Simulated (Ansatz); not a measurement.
**C4H8F2: a ladder of functionals and wavefunction methods**

One table from this session's results is given with a row withheld; the runs are named, their logs left out.

Program: Ansatz 0.2.0, Gaussian basis. Level of theory: functionals in def2-TZVPP, the program's frozen cores in correlated methods. These are calculated values, not measurements.

The runs, in order: LDA (SPW92), PBE-D4, revPBE-D4, BLYP-D4, r2SCAN-D4, B97M-V, PBE0-D4, B3LYP-D4, r2SCANh-D4, r2SCAN0-D4, HSE06-D4, BHLYP-D4, CAM-B3LYP-D4, LC-ωPBE, ωB97X-V, ωB97M-V, B2PLYP, PBE-QIDH; CCSD(T)/def2-SVP; CCSD(T)/def2-TZVPP; MP2/def2-QZVPP; extrapolation to the limit; RPA on PBE.

## Structure used throughout

An earlier PBE0-D4 in a triple-zeta def2 set relaxation fixed the geometry.

SMILES `CC(CF)CF`, 14 atoms, charge 0, spin multiplicity 1.

Atoms are counted from 1 here; the program's logs count them from 0.

Bond lengths: C1–C2 1.522 Å, C1–H7 1.092 Å, C1–H8 1.092 Å, C1–H9 1.092 Å, C2–C3 1.514 Å, C2–C5 1.514 Å, C2–H10 1.097 Å, C3–F4 1.385 Å, C3–H11 1.094 Å, C3–H12 1.094 Å, C5–F6 1.387 Å, C5–H13 1.093 Å, C5–H14 1.094 Å. Angles: C2–C1–H7 110.8°, C2–C1–H8 111.2°, C2–C1–H9 110.9°, H7–C1–H8 107.8°, H7–C1–H9 107.7°, H8–C1–H9 108.2°, C1–C2–C3 110.3°, C1–C2–C5 112.0°, C1–C2–H10 109.4°, C3–C2–C5 111.2°, C3–C2–H10 107.5°, C5–C2–H10 106.3°, C2–C3–F4 110.4°, C2–C3–H11 110.9°, C2–C3–H12 110.8°, F4–C3–H11 107.8°, F4–C3–H12 107.7°, H11–C3–H12 109.2° and more.

Geometry (Å):

```xyz
14

C    -0.5415   -1.0449   -0.8796
C    -0.2530   -0.1252    0.2979
C     1.1826   -0.2856    0.7502
F     1.4122    0.4535    1.8990
C    -0.5685    1.3201   -0.0221
F     0.1818    1.7481   -1.1077
H    -1.5867   -0.9660   -1.1860
H    -0.3458   -2.0885   -0.6234
H     0.0777   -0.7831   -1.7401
H    -0.8974   -0.4014    1.1422
H     1.8764    0.0674   -0.0184
H     1.4026   -1.3325    0.9791
H    -0.3291    1.9708    0.8224
H    -1.6243    1.4379   -0.2846
```

The first run:

in.yaml reads:

```yaml
crystal:
  periodic: [false, false, false]
  atoms:
    - {symbol: C, position_ang: [-0.541498, -1.044867, -0.879613]}
    - {symbol: C, position_ang: [-0.253031, -0.125206, 0.297920]}
    - {symbol: C, position_ang: [1.182567, -0.285556, 0.750219]}
    - {symbol: F, position_ang: [1.412192, 0.453492, 1.898979]}
    - {symbol: C, position_ang: [-0.568457, 1.320073, -0.022073]}
    - {symbol: F, position_ang: [0.181756, 1.748066, -1.107698]}
    - {symbol: H, position_ang: [-1.586671, -0.965989, -1.186026]}
    - {symbol: H, position_ang: [-0.345788, -2.088461, -0.623416]}
    - {symbol: H, position_ang: [0.077694, -0.783132, -1.740087]}
    - {symbol: H, position_ang: [-0.897376, -0.401381, 1.142181]}
    - {symbol: H, position_ang: [1.876397, 0.067413, -0.018446]}
    - {symbol: H, position_ang: [1.402572, -1.332454, 0.979061]}
    - {symbol: H, position_ang: [-0.329077, 1.970846, 0.822358]}
    - {symbol: H, position_ang: [-1.624279, 1.437855, -0.284558]}
basis:
  gaussian: {orbitals: def2-TZVPP}
hamiltonian: {xc: lda}
output: {orbitals: {seedname: orbitals}}
```

Command:

```console
$ ansatz run in.yaml --threads 4 --pin off --events-out ev --progress --plain --max-ram 11315MiB
```

Among the steps run: LDA; PBE-D4 (GGA); revPBE-D4 (GGA); BLYP-D4 (GGA); r2SCAN-D4 (meta-GGA); B97M-V (meta-GGA); B3LYP-D4 (hybrid); r2SCANh-D4 (hybrid); r2SCAN0-D4 (hybrid); HSE06-D4 (hybrid); BHLYP-D4 (hybrid); CAM-B3LYP-D4 (range-separated); LC-ωPBE (range-separated); ωB97X-V (range-separated); ωB97M-V (range-separated); B2PLYP (double hybrid); PBE-QIDH (double hybrid).

One of the session's tables, all rows but one given; the rest of the session is left out.

It belongs to the step «Orbital energies across the functionals». 

| functional | HOMO (eV) | LUMO (eV) | gap (eV) |
| --- | --- | --- | --- |
| LDA (SPW92) | -7.70 | 0.09 | 7.79 |
| PBE-D4 | -7.56 | 0.27 | 7.83 |
| revPBE-D4 | -7.49 | 0.36 | 7.85 |
| BLYP-D4 | -7.51 | 0.26 | 7.77 |
| r2SCAN-D4 | -7.90 | 0.99 | 8.89 |
| B97M-V | -8.09 | 0.43 | 8.51 |
| PBE0-D4 | -9.17 | 1.10 | 10.27 |
| B3LYP-D4 | -8.97 | 0.75 | 9.72 |
| r2SCANh-D4 | ? | ? | ? |
| r2SCAN0-D4 | -9.40 | 1.60 | 11.00 |
| HSE06-D4 | -8.77 | 0.73 | 9.49 |
| BHLYP-D4 | -10.74 | 1.69 | 12.43 |
| CAM-B3LYP-D4 | -10.67 | 1.85 | 12.52 |
| LC-ωPBE | -11.96 | 3.18 | 15.13 |
| ωB97X-V | -11.64 | 2.97 | 14.61 |
| ωB97M-V | -11.55 | 2.55 | 14.09 |

Estimate the missing values for r2SCANh-D4.

Worked estimate for «HOMO (eV)». Against the share of exact exchange, r2SCAN-D4 (0, -7.90), r2SCAN0-D4 (0.25, -9.40) give a slope of -6.00 per unit share; at 0.1 the line stands at -8.50.

**Answer.** HOMO (eV): -8.51; LUMO (eV): 1.25; gap (eV): 9.75. In «HOMO (eV)» the line misses by +0.01.
